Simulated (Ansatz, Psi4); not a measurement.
Exact exchange and the electronic atomisation energy of NClO

The species is NClO (3 atoms), meant as a singlet with charge 0. SMILES: `O=NCl`. Geometry: relaxed at PBE0-D4/def2-TZVP.

The electronic atomisation energy y, in eV, basis cc-pVTZ; a is the functional's share of exact exchange. Programs: Ansatz 0.2.0, Psi4 1.11.

```
functional  program     a  y (eV)
      BLYP     Psi4     0    9.20
    revPBE     Psi4     0    9.11
     TPSSh     Psi4   0.1       ?
     B3LYP     Psi4   0.2    8.37
      PBE0     Psi4  0.25    8.38
   r2SCAN0   Ansatz  0.25    7.52
     BHLYP     Psi4   0.5    6.80
```

Question: Fit y = c + s·a to the known rows and predict TPSSh.

Answer: 
1. Means of the 6 rows: a = 0.2000, y = 8.230.
2. Σ(Δa)² = 0.175, Σ(Δa·Δy) = -0.827, so the slope is -0.827/0.175 = -4.7257.
3. Intercept: 8.230 − (-4.7257) × 0.2000 = 9.175. The largest residual of the fit is 0.47.
4. TPSSh: 9.175 + (-4.7257) × 0.1 = 8.70 eV.

The run gave 8.32 eV, so the prediction is off by +0.38 eV, within the largest residual. The rows mix families of semi-local functionals, which the line can't see.
